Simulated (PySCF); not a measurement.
**Dipole moment and polarisability of `[BH3-][PH3+]`**

Compound: BH6P.
Atom-mapped SMILES: `[BH3-:1][PH3+:2]` (hydrogens: H3, H4, H5 on B1; H6, H7, H8 on P2)

Geometry (PBE0-D3(BJ)/def2-SVP, Å), atoms numbered from 1 in this order:
```
atom  x, y, z in Å
B1    -1.1954   -0.1016   -0.0209
P2     0.7237    0.0052    0.0385
H3    -1.5569    0.7859    0.7350
H4    -1.4561    0.0982   -1.1967
H5    -1.4367   -1.2325    0.3678
H6     1.3659   -0.1768    1.2885
H7     1.4674   -0.9116   -0.7452
H8     1.3359    1.2164   -0.3685
```

Level: CAM-B3LYP/def2-SVPD (PySCF), static field, nuclei fixed, core orbitals frozen in the response. The polarisability tensor in these axes (au):

```
x   56.98  0.77  0.45
y    0.77 42.96  0.03
z    0.45  0.03 42.94
```

Diagonalise the tensor; give its mean and Δα, where Δα² is half the sum of the squared differences of the eigenvalues.

Principal values 42.92, 42.93 and 57.04 au; mean 47.63 au = 7.06 Å³ = 7.85 × 10⁻⁴⁰ C²·m²/J; Δα = 14.12 au (30 % of the mean).

What is the dipole moment, and where does it point?

(4.18, 0.23, 0.13) D, 4.19 D in size, pointing from the negative to the positive side. Measured along this direction, the outermost atoms are H5, H3 and H4 at the negative end and H6, H7 and H8 at the positive end.

What would n − 1 = 2πNα be for an ideal gas of these molecules at 273.15 K and 1 atm, electronic part alone?

N = p/kT = 2.6868 × 10¹⁹ cm⁻³, so n − 1 = 2π × N × 7.06 × 10⁻²⁴ cm³ = 1191 × 10⁻⁶ at long wavelengths, for an ideal gas.

How large is μ²/3kT at 250 K beside α?

In Gaussian units μ²/3kT = 169.53 Å³ against 7.06 Å³, a ratio of 24.02; the Debye molar polarisation (4π/3)N_A(α + μ²/3kT) is 445.4 cm³/mol, leaving out the vibrational part.

What molar refraction does this α imply?

Lorentz–Lorenz: R = (4π/3)N_A α = 2.5225 cm³/(mol·Å³) × 7.06 Å³ = 17.8 cm³/mol, in the limit of long wavelengths.

Sum over states: ᾱ = Σ f/ω², ω in Eh. What share falls to these 10 lowest TDDFT singlets (eV, f)? 7.85, 0.0075; 7.86, 0.0074; 8.04, 0.0066; 8.11, 0.0001; 8.12, 0.0009; 8.13, 0.0007; 8.28, 0.0530; 8.29, 0.0513; 8.45, 0.0335; 8.46, 0.0353.

They add up to 2.11 au, 4.4 % of the 47.63 au; the largest single term is 0.57 au, from the state at 8.28 eV. Terms in order: 0.09, 0.09, 0.08, 0.00, 0.01, 0.01, 0.57, 0.55, 0.35, 0.37 au. Higher excitations give the rest. The strengths listed sum to 0.196.

Isolated species at its PBE0-D3(BJ)/def2-SVP geometry, gas phase.
